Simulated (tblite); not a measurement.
C4H3N2 (doublet state).
Numbering: `[H]/[N:4]=[C:3](\[C:2]=[CH2:1])[C:5]#[N:6]` (hydrogens: H7, H8 on C1; H9 on N4)

A start from a force field or distance geometry was refined with GFN2-xTB geometry optimisation, gas phase (tblite 0.8.0). Values at the start:

```
coordinate    start
     C1=C2  1.288 Å
     C1–H7  1.084 Å
     C2–C3  1.449 Å
     C3=N4  1.271 Å
     C3–C5  1.433 Å
     N4–H9  1.033 Å
     C5≡N6  1.168 Å
  C1–C2–C3   178.4°
  C2–C3–N4   116.2°
  C2–C3–C5   126.1°
  C3–C5–N6   177.9°
  N4–C3–C5   117.7°
```

**Question.** How do these coordinates change at the GFN2-xTB level?

**Answer.** 
| coordinate | GFN2-xTB (Å or °) | change |
| --- | --- | --- |
| C2–C3 | 1.370 | -0.079 |
| C3=N4 | 1.306 | +0.035 |
| C5≡N6 | 1.144 | -0.024 |
| N4–H9 | 1.017 | -0.016 |
| C1=C2 | 1.283 | -0.005 |
| C3–C5 | 1.435 | +0.002 |
| C1–H7 | 1.083 | -0.001 |
| C2–C3–C5 | 114.8 | -11.3 |
| C2–C3–N4 | 127.1 | +10.9 |
| C1–C2–C3 | 176.6 | -1.8 |
| N4–C3–C5 | 118.1 | +0.4 |
| C3–C5–N6 | 178.0 | +0.1 |

The energy falls by 34.0 kJ/mol over 34 L-BFGS steps, the largest force on an atom goes from 3.09 to 0.009 eV/Å, and the atoms move by 0.166 Å rms after alignment. The bond that changes most is C2–C3 (ends: carbon bonded to 2 C; carbon bonded to 2 C and N), which shortens by 0.079 Å. Bonds longer at the end by more than 0.005 Å: 1 of 8; shorter: 5. Rotational constants go from 7449, 2451, 1868 to 6278, 2835, 1979 MHz.

On one thread, Intel Xeon Platinum 8259CL at 2.50 GHz (x86_64) (shared host), this took 0.18 s wall.

Its GFN2-xTB frequencies are all real (lowest 103 cm⁻¹).

These are computed values.
